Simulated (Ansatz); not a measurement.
# Relative energies of C3H3FO isomers

2 of its isomers, all singlets with charge 0: A = `OC1=C(F)C1`; B = `FC1C=CO1`.

Shapes, held fixed at every level: PBE0-D4/def2-TZVP. Flexible molecules stand in one conformer, not always the lowest. Programs: Ansatz 0.2.0.

Electronic energies in kJ/mol, without zero-point or thermal terms.

(1) Which isomer should be the most stable, and roughly by how much?

## Answers

(1) B < A in rising energy, over a span of 119 kJ/mol, by CCSD(T)/CBS estimate. All levels agree on that. The B − A difference spans -119.3 to -108.6 kJ/mol over the levels. The CBS estimate extrapolates MP2 from def2-TZVPP and def2-QZVPP and adds CCSD(T) − MP2 in the triple-zeta set, cores frozen.

| level | kind | B − A |
| --- | --- | --- |
| HF/def2-SVP | Hartree–Fock | -118.9 |
| B3LYP-D4/def2-TZVPP | global hybrid | -108.6 |
| BHLYP-D4/def2-TZVPP | global hybrid | -115.9 |
| CCSD(T)/def2-SVP | coupled cluster or CI | -111.1 |
| CCSD/def2-SVP | coupled cluster or CI | -111.2 |
| CCSD/def2-TZVPP | coupled cluster or CI | -119.3 |
| CCSD(T)/CBS estimate | coupled cluster or CI | -119.0 |
